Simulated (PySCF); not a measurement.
Worked example for aminomethylium: recombination energy to the radical

Structure: `C=[NH2+]` ([CH4N]+).

Computed at PBE0-D3(BJ)/ma-def2-TZVP // GFN2-xTB with PySCF (density fitting, grid level 2). The prefix ma- adds one diffuse s and one diffuse p function on all atoms but H. Zero-point energies come from unscaled GFN2-xTB harmonic frequencies.

```jsonl
{"state": "parent", "structure": "parent", "E / Eh": "-94.896719"}
{"state": "radical", "structure": "parent", "E / Eh": "-95.111630"}
{"state": "radical", "structure": "radical", "E / Eh": "-95.127182"}
{"state": "parent", "structure": "radical", "E / Eh": "-94.861200"}
```

Zero-point energy of the radical less that of the parent: -0.051 eV. 1 Eh = 27.2114 eV.

Work out the vertical and adiabatic recombination energy.

Vertical: (-94.896719) − (-95.111630) = 0.214911 Eh = 5.85 eV. Adiabatic: 0.230463 Eh = 6.271 eV, and 6.32 eV with zero-point energy.
